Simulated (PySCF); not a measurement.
How the method changes the constants of CO

State: ¹Σ⁺ (singlet), closed shell. Set-up: C cc-pVTZ, O cc-pVTZ; no relativity (PySCF 2.14). De refers to C + O in their high-spin ground configurations, without counterpoise correction. A positive dipole means C(−)O(+).

```csv
Level,Re (Å),ωe (cm⁻¹),De (eV),μ (D)
RHF,1.104,2425,7.58,-0.13
RHF-MP2,1.138,2121,11.49,n/a
RHF-SCS-MP2,1.136,2146,11.29,n/a
RHF-CCSD,1.129,2223,10.58,n/a
RHF-CCSD(T),1.136,2154,10.91,n/a
PBE,1.138,2127,11.67,0.23
PBEsol,1.136,2142,12.12,0.24
PW91,1.136,2133,11.67,0.23
r²SCAN,1.129,2192,11.08,0.19
PBE0,1.125,2237,11.07,0.14
M06,1.124,2238,11.23,0.09
```

The bond length runs from 1.104 Å (RHF) to 1.138 Å (RHF-MP2). De spans 7.58 eV (RHF, mean field) to 12.12 eV (PBEsol, GGA). Correlation at CCSD(T) changes the Hartree–Fock bond energy by +3.33 eV; the triples alone change it by +0.33 eV.

Correlated steps freeze 2 core orbitals. Where the molecule has an RHF reference, its open-shell atoms are computed with UHF.

The whole job (state search and all levels along the bond) took about 1.7 min on 1 thread of Arm Neoverse V1 (shared host), peak memory 0.74 GiB.
